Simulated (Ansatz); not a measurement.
Mulliken charges of `[AlH2][Cl]` from PBE/def2-TZVPP in Ansatz (PBE0-D4/def2-TZVP geometry).

```
atom   x (Å)   y (Å)   z (Å)  charge (e)
 Al1  -0.090  -0.004  -0.127       0.462
 Cl2   1.272  -0.146   1.462      -0.230
  H3  -1.335  -0.969  -0.106      -0.116
  H4   0.209   1.059  -1.249      -0.116
```

Q: By hand: the dipole of these point charges (1 e Å = 4.8032 D).

A: Σ q r = (-0.204, 0.021, -0.238) e Å, of length 0.314 e Å = 1.51 D.

Q: How does the dipole of the full density compare? (An estimate is asked.)

A: Ansatz gave: (-0.151, 0.016, -0.177) e Å, 1.12 D; the point charges give 1.35 times that, at 0° from its direction.

Point charges leave out the atoms' own dipoles, such as those of lone pairs, and Mulliken's split depends on the basis, so the two needn't agree.
